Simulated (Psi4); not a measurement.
**UPBE/cc-pVTZ run of PH2 (SMILES [PH2])**

What is the energy change on altering one bond length of PH2 at UPBE/cc-pVTZ? 

Program for the calculation: Psi4 1.11.

1 further run of the same task is left out (set aside as unsound or not needed).

### Step 1. Starting point

PH2: 3 atoms, total charge 0, spin state doublet. As SMILES, `[PH2]`. Geometry: relaxed at PBE0-D4/def2-TZVP.

Bond lengths: P1–H2 1.424 Å, P1–H3 1.424 Å. Angles: H2–P1–H3 91.5°.

### Step 2. Energy and gradient at UPBE/cc-pVTZ

Input file job.in:

```
memory 2200 mb

molecule system {
  0 2
  P      0.525730    -0.309370     0.258210
  H      0.114640     1.051490     0.176750
  H     -0.640370    -0.742120    -0.434970
  symmetry c1
  no_reorient
  no_com
}

set basis cc-pVTZ
set reference uks
set puream true
set e_convergence 1e-09
set d_convergence 1e-08
set scf_type pk
set dft_radial_points 99
set dft_spherical_points 590
set maxiter 100

E, wfn = gradient("pbe", return_wfn=True)
```

Run with:

```bash
psi4 -n 1 job.in job.out
```

job.out:

```text
[...]
  Running in c1 symmetry.
[...]
  Nuclear repulsion =   11.408385682516982
[...]
  Multiplicity = 2
[...]
  Nalpha       = 9
  Nbeta        = 8
[...]
    Number of basis functions: 62
[...]
   @UKS iter   1:  -342.29985614698631   -2.19231e-01   5.24165e-03 ADIIS/DIIS
[...]
   @UKS iter  10:  -342.35173838383287   -7.38964e-13   2.58869e-09 DIIS
[...]
   @S^2 Observed:                7.551178466E-01
[...]
    Orbital Energies [Eh]
    ---------------------
    Alpha Occupied:
       1A    -76.345893     2A     -6.323617     3A     -4.545536
       4A     -4.539860     5A     -4.536440     6A     -0.578572
       7A     -0.348583     8A     -0.276536     9A     -0.220395
    Alpha Virtual:
      10A     -0.006023    11A      0.010256    12A      0.153268
      13A      0.167360    14A      0.211555    15A      0.212876
      16A      0.219136    17A      0.238472    18A      0.247653
      19A      0.324481    20A      0.380116    21A      0.468380
      22A      0.540250    23A      0.729054    24A      0.767658
      25A      0.794991    26A      0.843415    27A      1.000045
[...]
  @UKS Final Energy:  -342.35173838383287
   => Energetics <=
    Nuclear Repulsion Energy =             11.4083856825169825
    One-Electron Energy =                -495.5561602907699807
    Two-Electron Energy =                 165.5414633753542262
    DFT Exchange-Correlation Energy =     -23.7454271509340913
    Empirical Dispersion Energy =           0.0000000000000000
    VV10 Nonlocal Energy =                  0.0000000000000000
    Total Energy =                       -342.3517383838328669
[...]
 Multipole Moments:
 ------------------------------------------------------------------------------------
     Multipole            Electronic (a.u.)      Nuclear  (a.u.)        Total (a.u.)
 ------------------------------------------------------------------------------------
 L = 1.  Multiply by 2.5417464519 to convert [e a0] to [Debye]
 Dipole X            :        -14.1029427           13.9088000           -0.1941427
 Dipole Y            :          8.2989878           -8.1847440            0.1142438
 Dipole Z            :         -6.9265814            6.8312277           -0.0953537
 Magnitude           :                                                    0.2446127
[...]
  -Total Gradient:
     Atom            X                  Y                   Z
    ------   -----------------  -----------------  -----------------
       1       -0.006573955251     0.003867314879    -0.003228938340
       2        0.001971451206    -0.005057702233     0.000548732759
       3        0.004602575403     0.001190345508     0.002680240646
[...]
```

It took 7.2 s on 1 thread of AMD EPYC 9R45 (Zen 5), shared host; peak memory 0.73 GiB.

### Step 3. The distorted shape, same level

Input file input.in:

```
memory 2200 mb

molecule m {
  0 2
  P      1.019026    -1.942362     0.355960
  H      0.114640     1.051490     0.176750
  H     -0.147074    -2.375112    -0.337220
  symmetry c1
  no_reorient
  no_com
}

set basis cc-pVTZ
set reference uks
set puream true
set e_convergence 1e-09
set d_convergence 1e-08
set scf_type pk
set dft_radial_points 99
set dft_spherical_points 590
set maxiter 100

e, wfn = gradient('pbe', return_wfn=True)
oeprop(wfn, 'MULLIKEN_CHARGES', 'QUADRUPOLE', 'MAYER_INDICES', title='PBE')
```

Run with:

```bash
psi4 -n 1 input.in input.out
```

input.out, shortened:

```text
[...]
  Running in c1 symmetry.
[...]
  Nuclear repulsion =    8.260673020717315
[...]
  Multiplicity = 2
[...]
  Nalpha       = 9
  Nbeta        = 8
[...]
    Number of basis functions: 62
[...]
   @UKS iter   1:  -342.03825769816638   -1.54147e-01   7.07195e-03 DIIS/ADIIS
[...]
   @UKS iter  18:  -342.22985359803698   -7.95808e-13   1.64788e-09 DIIS
[...]
   @S^2 Observed:                1.643291342E+00
[...]
  @UKS Final Energy:  -342.22985359803698
   => Energetics <=
    Nuclear Repulsion Energy =              8.2606730207173147
    One-Electron Energy =                -489.0722409420143890
    Two-Electron Energy =                 162.2475440867598309
    DFT Exchange-Correlation Energy =     -23.6658297634997545
    Empirical Dispersion Energy =           0.0000000000000000
    VV10 Nonlocal Energy =                  0.0000000000000000
    Total Energy =                       -342.2298535980369820
[...]
  -Total Gradient:
     Atom            X                  Y                   Z
    ------   -----------------  -----------------  -----------------
       1       -0.004476946565    -0.007986454437    -0.003342135613
       2       -0.001681646234     0.006165095342    -0.000268834329
       3        0.006158510594     0.001821393278     0.003610928039
[...]
 Multipole Moments:
 ------------------------------------------------------------------------------------
     Multipole            Electronic (a.u.)      Nuclear  (a.u.)        Total (a.u.)
 ------------------------------------------------------------------------------------
 L = 1.  Multiply by 2.5417464519 to convert [e a0] to [Debye]
 Dipole X            :        -28.9713360           28.8239094           -0.1474265
 Dipole Y            :         57.4728942          -57.5592663           -0.0863721
 Dipole Z            :         -9.8778041            9.7867593           -0.0910448
 Magnitude           :                                                    0.1936075
 L = 2.  Multiply by 1.3450342976 to convert [e a0^2] to [Debye ang]
 Quadrupole XX       :        -67.7648833           55.7478321          -12.0170513
 Quadrupole XY       :        104.7794862         -104.3461595            0.4333266
[...]
  Mulliken Charges: (a.u.)
   Center  Symbol    Alpha    Beta     Spin     Total
[...]
```

Run time: 9.3 s. Hardware: 1 thread of AMD EPYC 9R45 (Zen 5), shared host; peak memory 0.69 GiB.

### Step 4. Outcome

At UPBE/cc-pVTZ:

| quantity | value |
| --- | --- |
| first shape: total energy | -342.35174 Eh |
| first shape: dipole moment | 0.62 D |
| first shape: HOMO energy (highest over α and β) | -6.00 eV |
| first shape: LUMO energy (lowest over α and β) | -4.13 eV |
| first shape: ⟨S²⟩ | 0.755 |
| first shape: largest force on an atom | 0.426 eV/Å |
| distorted shape: total energy | -342.22985 Eh |
| distorted shape: dipole moment | 0.49 D |
| distorted shape: HOMO energy (highest over α and β) | -6.16 eV |
| distorted shape: LUMO energy (lowest over α and β) | -3.95 eV |
| distorted shape: ⟨S²⟩ | 1.643 |
| distorted shape: largest force on an atom | 0.501 eV/Å |
| energy change with the P1–H2 bond stretched from 1.424 to 3.133 Å | 3.317 eV |

**Reading.** With the P1–H2 bond stretched from 1.424 to 3.133 Å the energy rises by 3.32 eV (320 kJ/mol). The first shape isn't relaxed at this level, so the change isn't measured from a minimum. The largest force (first shape) is 0.43 eV/Å: the shape isn't a stationary point for this species at this level. ⟨S²⟩ (distorted shape) is 1.64 where a pure doublet has 0.75: the reference is spin-contaminated.
